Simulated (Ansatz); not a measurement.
`SBCl` and `OBCl` differ in one element.

Ansatz, PBE0-D4/def2-TZVP geometries, multiplicity 1. Each molecule was computed in one conformer, which needn't be the lowest.

```tsv
property	`SBCl`
zero-point energy (PBE0-D4/def2-TZVP) / kJ/mol	62.4
size of the dipole moment (B3LYP/def2-TZVPP) / D	1.52
LUMO energy (PBE0/def2-TZVPP) / eV	-1.30
vertical ionisation energy (CCSD(T)/CBS(def2)) / eV	10.83
LUMO energy (ωB97M-V/def2-TZVPP) / eV	0.74
LUMO energy (B3LYP/def2-TZVPP) / eV	-1.48
```

Problem. What does the change do to each property? (Estimate.)

Solution. Computed: 
| property | `OBCl` | shift |
| --- | --- | --- |
| zero-point energy (PBE0-D4/def2-TZVP) / kJ/mol | 76.1 | 13.7 |
| size of the dipole moment (B3LYP/def2-TZVPP) / D | 1.10 | -0.42 |
| LUMO energy (PBE0/def2-TZVPP) / eV | -0.39 | 0.91 |
| vertical ionisation energy (CCSD(T)/CBS(def2)) / eV | 12.13 | 1.30 |
| LUMO energy (ωB97M-V/def2-TZVPP) / eV | 1.63 | 0.89 |
| LUMO energy (B3LYP/def2-TZVPP) / eV | -0.63 | 0.85 |

With PBE0 the HOMO falls by 0.83 eV and the LUMO rises by 0.91 eV, so the gap widens by about 1.74 eV. PBE moves the HOMO by -0.58 eV and ωB97M-V by -0.99 eV. Dipoles are sizes alone; their direction can turn.

B3LYP here is the variant with VWN-RPA as its local correlation; programs differ in this.
